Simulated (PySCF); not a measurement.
# Name the molecule from its bond curve

A diatomic of charge +1 contains Al. Its singlet curve at PBE0 in a double-zeta basis (no relativity, PySCF), in eV from the separated fragments:

```
R (Å)  E (eV)
2.704  -0.795
2.830  -0.922
2.955  -0.990
3.050  -1.013
3.144  -1.018
3.238  -1.011
3.364  -0.987
3.521  -0.943
3.710  -0.877
3.961  -0.780
```

The fit gives ωe = 178 cm⁻¹ and the rotational constant Bₑ = 0.1353 cm⁻¹.

Q: Which atom is the partner?

A: The minimum lies at 3.133 Å, so the reduced mass is 16.8576 u Å² cm⁻¹/(Bₑ·Re²) = 12.69 u. With Al at 26.98 u the partner weighs about 24.0 u: Mg. The molecule is MgAl⁺.

Closed-shell solutions of metal pairs were not tested for spin polarisation, which can lower them a little. 3-21G is very small, so such numbers show the basis as much as the molecule.
